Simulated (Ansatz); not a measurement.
Basis-set extrapolation for `N=C1C=CS1` (PBE0-D4/def2-TZVP geometry, frozen core, the Gaussian-basis code of Ansatz). Multiplicity 1, RHF reference.

```tsv
	def2-TZVPP	def2-QZVPP
HF	-567.333778	-567.352299
MP2 correlation	-0.836490	-0.895729
CCSD(T) correlation	-0.909058	not run
```

Energies in hartree. Use E(X) = E(∞) + A·exp(−7.88·√X) for Hartree–Fock and E(X) = E(∞) + B·X^(−2.97) for correlation, with X = 3 and 4, and add CCSD(T) minus MP2 of the smaller set to the MP2 limit.

What is the CCSD(T) energy at the basis-set limit?

HF limit: -567.352299 + (-0.018521) × 0.13774 = -567.35485. MP2 limit: -0.895729 + (-0.059239) × 0.74074 = -0.93961. Higher-order term: -0.909058 − (-0.836490) = -0.07257. Total: -568.36703 hartree, 3.38 eV below CCSD(T)/def2-TZVPP.
